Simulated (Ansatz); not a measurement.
A run of Ansatz (development build ahead of 0.2.0) on doublet AlBH at this shape:

```xyz
3

B     0.0000    0.0000    0.0000
Al    0.0000    0.0000    4.5100
H     0.0000    2.2930   -1.0692
```

Its results:

```
Converged                       : yes
Total energy                    : -267.39586 hartree
Spin squared of the determinant : 1.247
Stability test                  : minimum
```

Q: Which input gives this output? Name the method, the orbitals and the basis set, and write the input.

A: PBE0 (unrestricted) in pcseg-2.

```yaml
crystal:
  periodic: [false, false, false]
  atoms:
    - { symbol: B, position_ang: [0.0, 0.0, 0.0] }
    - { symbol: Al, position_ang: [0.0, 0.0, 4.51] }
    - { symbol: H, position_ang: [0.0, 2.293, -1.0692] }
basis:
  gaussian: { orbitals: pcseg-2 }
magnetization:
  spin_polarized: true
  initial_magnetization: 1
hamiltonian:
  xc: pbe0
```

Caution: charge can spread falsely over distant fragments; the unrestricted determinant is spin contaminated.
